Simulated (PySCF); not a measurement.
PySCF input (B3PW91/6-31G* (5d)):

```python
from pyscf import gto, dft

mol = gto.M(
    atom='''
    Cl   -0.00000000   -0.00000000   -1.00677069
    Cl    0.00000000    0.00000000    1.00677069
    ''',
    basis='6-31g*',
    charge=0,
    spin=0,
    verbose=4,
)

mf = dft.RKS(mol, xc='b3pw91')
mf.grids.level = 3
mf.conv_tol = 1e-9
mf.max_cycle = 100
mf.max_memory = 1500
mf.kernel()
if not mf.converged:
    mf = mf.newton()
    mf.kernel(mf.make_rdm1())
mf.dip_moment()
```

Output:

```
PySCF version 2.14.0

[INPUT] verbose = 4
[INPUT] num. atoms = 2
[INPUT] num. electrons = 34
[INPUT] charge = 0
[INPUT] spin (= nelec alpha-beta = 2S) = 0
[INPUT] symmetry False subgroup None
[INPUT] Mole.unit = angstrom
[INPUT] Symbol           X                Y                Z      unit          X                Y                Z       unit  Magmom
[INPUT]  1 Cl     0.000000000000   0.000000000000  -1.006770690000 AA    0.000000000000   0.000000000000  -1.902520874339 Bohr   0.0
[INPUT]  2 Cl     0.000000000000   0.000000000000   1.006770690000 AA    0.000000000000   0.000000000000   1.902520874339 Bohr   0.0

nuclear repulsion = 75.9518604757356
number of shells = 16
number of NR pGTOs = 102
number of NR cGTOs = 36
basis = 6-31g*
ecp = {}

******** <class 'pyscf.dft.rks.RKS'> ********
method = RKS
initial guess = minao
damping factor = 0
level_shift factor = 0
DIIS = <class 'pyscf.scf.diis.CDIIS'>
diis_start_cycle = 1
diis_space = 8
diis_damp = 0
SCF conv_tol = 1e-09
SCF conv_tol_grad = None
SCF max_cycles = 100
direct_scf = True
direct_scf_tol = 1e-13
XC library pyscf.dft.libxc version 7.1.2
    S. Lehtola, C. Steigemann, M. J. T. Oliveira, and M. A. L. Marques,  SoftwareX 7, 1–5 (2018)
XC functionals = b3pw91
    A. D. Becke,  J. Chem. Phys. 98, 5648 (1993)
radial grids:
    Treutler-Ahlrichs [JCP 102, 346 (1995); DOI:10.1063/1.469408] (M4) radial grids

becke partition: Becke, JCP 88, 2547 (1988); DOI:10.1063/1.454033
pruning grids: <function nwchem_prune>
grids dens level: 3
symmetrized grids: False
atomic radii adjust function: <function treutler_atomic_radii_adjust>
small_rho_cutoff = 0
Set gradient conv threshold to 3.16228e-05
Initial guess from minao.
tot grids = 37760
init E= -920.367502728105
  HOMO = -0.320609480750382  LUMO = -0.171198042042054  gap/eV = 4.06569
cycle= 1 E= -920.231396208247  delta_E= 0.136  |g|= 0.129  |ddm|= 1.66
  HOMO = -0.313459056588285  LUMO = -0.136775831615398  gap/eV = 4.80780
cycle= 2 E= -920.233964628358  delta_E= -0.00257  |g|= 0.0843  |ddm|= 0.174
  HOMO = -0.312165496319858  LUMO = -0.133504603136443  gap/eV = 4.86161
cycle= 3 E= -920.235721204658  delta_E= -0.00176  |g|= 0.0124  |ddm|= 0.0768
  HOMO = -0.315323209844094  LUMO = -0.13627677758252  gap/eV = 4.87210
cycle= 4 E= -920.235761473096  delta_E= -4.03e-05  |g|= 0.00245  |ddm|= 0.0177
  HOMO = -0.314605543335314  LUMO = -0.135435822155394  gap/eV = 4.87546
cycle= 5 E= -920.235763304797  delta_E= -1.83e-06  |g|= 3.98e-05  |ddm|= 0.00444
  HOMO = -0.314616569479834  LUMO = -0.135446859124297  gap/eV = 4.87546
cycle= 6 E= -920.235763305401  delta_E= -6.04e-10  |g|= 1.24e-06  |ddm|= 7.51e-05
  HOMO = -0.314616047824428  LUMO = -0.1354462762907  gap/eV = 4.87546
Extra cycle  E= -920.235763305402  delta_E= -1.25e-12  |g|= 5.91e-07  |ddm|= 3.39e-06
converged SCF energy = -920.235763305402
Dipole moment(X, Y, Z, Debye): -0.00000,  0.00000,  0.00000
```

The geometry given is a B3LYP-D3(BJ)/def2-TZVP minimum.
